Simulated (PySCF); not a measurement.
Saddle point of SiH4ClF, singlet (SiH₂ClF ([F][SiH2][Cl]) + H₂ → SiH₃Cl ([SiH3][Cl]) + HF; bonds formed: Si1–H7, F2–H6; bonds broken: Si1–F2, H6–H7), PBE0-D4/def2-TZVP structure:

```
7
angstrom
Si -0.2630 -0.2565 -0.2324
F 0.3962 0.3590 1.4744
H -0.2628 -0.3214 -1.7186
H -0.1364 -1.6423 0.2501
Cl -2.0417 0.7032 0.0884
H 1.0984 0.6116 0.5624
H 1.2092 0.5465 -0.4243
```

Energies are electronic, without zero-point energy. Barriers and step energies count from the start structure reached by relaxing down the imaginary mode; all methods use the PBE0-D4 structures, on which another method's saddle can fall below an end. Computed with PySCF 2.14 with density fitting (its default auxiliary sets; JK sets also for MP2 and CCSD(T)) (basis: def2-TZVPP, with def2-QZVPP for the basis limit); correlated methods freeze the cores. B3LYP uses VWN-RPA correlation. Extrapolation: Hartree–Fock as exp(−7.88 √X), correlation as X^−2.97.

```json
{"method": "SPW92", "barrier (kcal/mol)": "?", "step energy (kcal/mol)": "21.43"}
{"method": "PBE-D4", "barrier (kcal/mol)": "52.75", "step energy (kcal/mol)": "23.20"}
{"method": "r2SCAN-D4", "barrier (kcal/mol)": "57.75", "step energy (kcal/mol)": "26.49"}
{"method": "PBE0-D4", "barrier (kcal/mol)": "57.28", "step energy (kcal/mol)": "23.25"}
{"method": "B3LYP-D4", "barrier (kcal/mol)": "?", "step energy (kcal/mol)": "25.45"}
{"method": "BHLYP-D4", "barrier (kcal/mol)": "66.68", "step energy (kcal/mol)": "25.96"}
{"method": "wB97M-V", "barrier (kcal/mol)": "60.65", "step energy (kcal/mol)": "25.64"}
{"method": "HF", "barrier (kcal/mol)": "?", "step energy (kcal/mol)": "27.22"}
{"method": "MP2", "barrier (kcal/mol)": "63.30", "step energy (kcal/mol)": "26.11"}
{"method": "CCSD", "barrier (kcal/mol)": "66.08", "step energy (kcal/mol)": "25.01"}
{"method": "CCSD(T)", "barrier (kcal/mol)": "63.68", "step energy (kcal/mol)": "25.02"}
```

(1) Fill in the withheld barriers. (To be estimated.)

T1 diagnostic: at most 0.012.

## Answers

(1) By the calculation: HF 79.73; B3LYP-D4 61.54; SPW92 44.02 kcal/mol. Each is the energy of the saddle less that of the start structure, by the same method.

For comparison, the barrier by CCSD(T) at an estimated basis limit (MP2 extrapolated from triple and quadruple zeta, plus CCSD(T) − MP2 in triple zeta) is 63.37 kcal/mol.

Labels in which every atom is bracketed show which atoms are joined, not bond orders.

For scale, one of the runs: CCSD(T)/def2-TZVPP, 171 basis functions, launched by `OMP_NUM_THREADS=4 python run.py`. The run took 3.1 min on 4 CPU threads of an Arm Neoverse V1 (shared host), with 1.5 GiB of host memory at its peak.
